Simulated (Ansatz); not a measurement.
# BH2Si: the cost of one run

Method: def2-QZVPP, core rule «outside noble gas», up to 6 orbitals frozen; program: Ansatz 0.2.0, Gaussian basis.

Plan: UHF; ROHF; CCSD(T) on UHF.

### 1 The system

The geometry is a PBE0/def2-TZVP stationary point (not a proven minimum) of the parent state, kept for this charge and spin.

4 atoms, charge 1, spin multiplicity 5.

Atoms are counted from 1 here; the program's logs count them from 0.

Bond lengths: Si1–B2 1.993 Å, B2–H3 1.191 Å, B2–H4 1.191 Å. Angles: Si1–B2–H3 115.4°, Si1–B2–H4 115.4°, H3–B2–H4 129.2°.

### 2 UHF

Contents of in.yaml:

```yaml
crystal:
  periodic: [false, false, false]
  atoms:
    - {symbol: Si, position_ang: [0.000000, 0.000000, 0.649966]}
    - {symbol: B, position_ang: [0.000000, 0.000000, -1.342837]}
    - {symbol: H, position_ang: [0.000000, -1.075954, -1.853888]}
    - {symbol: H, position_ang: [0.000000, 1.075954, -1.853888]}
basis:
  gaussian: {orbitals: "def2-QZVPP.json"}
total_charge: 1
magnetization: {spin_polarized: true, initial_magnetization: 4}
hamiltonian: {xc: hf}
output: {orbitals: {seedname: orbitals}}
```

On the command line:

```sh
$ ansatz run in.yaml --threads 1 --pin off --events-out ev --progress --plain --max-ram 4096MiB --backend cpu
```

**Question.** How long does this run take on 1 thread of AMD EPYC 7R13, shared host, and how much memory does it need?

About 5.5 s, with a peak of 0.4 GiB.
